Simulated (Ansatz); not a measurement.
# MgF radical (SMILES [F][Mg]): single points off equilibrium

An exercise on one series of results from a longer session: the logs are not shown, and one member is left open.

Method: single points in def2-TZVPP; program: Ansatz 0.2.0, Gaussian basis.

Correlated methods freeze the cores. The outer core shell of Li, Na, Mg and K is correlated. Orbitals are unrestricted. B3LYP uses VWN-RPA correlation.

### Where the work starts

SMILES `[F][Mg]`, 2 atoms, charge 0, spin multiplicity 2.

Atoms are counted from 1 here; the program's logs count them from 0.

Bond lengths: F1–Mg2 1.627 Å.

Geometry (Å):

| atom | x (Å) | y (Å) | z (Å) |
| --- | --- | --- | --- |
| F1 | -0.7419 | 0.1803 | -0.3159 |
| Mg2 | 0.6698 | -0.2968 | 0.3369 |

The first run:

run/in.yaml

```yaml
crystal:
  periodic: [false, false, false]
  atoms:
    - {symbol: F, position_ang: [-0.741900, 0.180300, -0.315900]}
    - {symbol: Mg, position_ang: [0.669800, -0.296800, 0.336900]}
basis:
  gaussian: {orbitals: def2-TZVPP}
magnetization: {spin_polarized: true, initial_magnetization: 1}
correlation: {method: ccsd_t}
scf: {omitted_lower_state_checks: [cluster_reference]}
output: {forces: true}
```

No record of the launch command was kept for these runs.

Steps of the session up to this table: CCSD(T)/def2-TZVPP; PBE0-D4/def2-TZVPP; wB97M-V/def2-TZVPP; r2SCAN-D4/def2-TZVPP; PBE-D4/def2-TZVPP; SPW92/def2-TZVPP; B3LYP-D4/def2-TZVPP.

One of the session's tables, all rows but one given; the rest of the session is left out.

```
   method  RMS force component (eV/Å)  dipole (D)
  CCSD(T)                       2.229        2.56
  PBE0-D4                           ?           ?
  wB97M-V                       2.276        2.89
r2SCAN-D4                       2.237        2.62
   PBE-D4                       2.424        2.58
    SPW92                       2.067        2.73
 B3LYP-D4                       2.279        2.75
```

**Question.** Estimate the row for PBE0-D4.

The run gave: RMS force component (eV/Å): 2.192; dipole (D): 2.64. In the column «RMS force component (eV/Å)» it lies between SPW92 (2.067) and CCSD(T) (2.229).
